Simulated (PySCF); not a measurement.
## Working with the constants of NaLi

RHF-CCSD(T) constants of NaLi, ¹Σ⁺ (singlet), closed shell (Na aug-pcseg-1, Li aug-pcseg-1; no relativity (PySCF 2.14); masses 22.9898 and 7.0160 u):

| Item | Value |
| --- | --- |
| ωe | 235.7 cm⁻¹ |
| ωexe | 1.65 cm⁻¹ |
| Be | 0.35343 cm⁻¹ |
| αe | 0.00320 cm⁻¹ |
| De to Na + Li | 0.73 eV |

Problem. What force constant and bond length do these constants imply?

Solution. Reduced mass μred = 5.3755 u; k = 5.8918×10⁻⁷·μred·ωe² (u, cm⁻¹, mdyn/Å) = 0.176 mdyn/Å; Re = √(16.8576/(μred·Be)) (u, cm⁻¹, Å) = 2.979 Å.

Problem. Estimate the centrifugal constant D from the Kratzer relation and find the Dunham coefficient a1.

Solution. D = 4Be³/ωe² = 3.18e-06 cm⁻¹; a1 = −1 − αeωe/(6Be²) = -2.01.

Correlated steps freeze 1 core orbital. Correlated levels converge slowly with the basis: in double zeta they bind strong bonds too weakly, by up to about 1 eV, and carry superposition errors of some tenths. Where the molecule has an RHF reference, its open-shell atoms are computed with UHF.
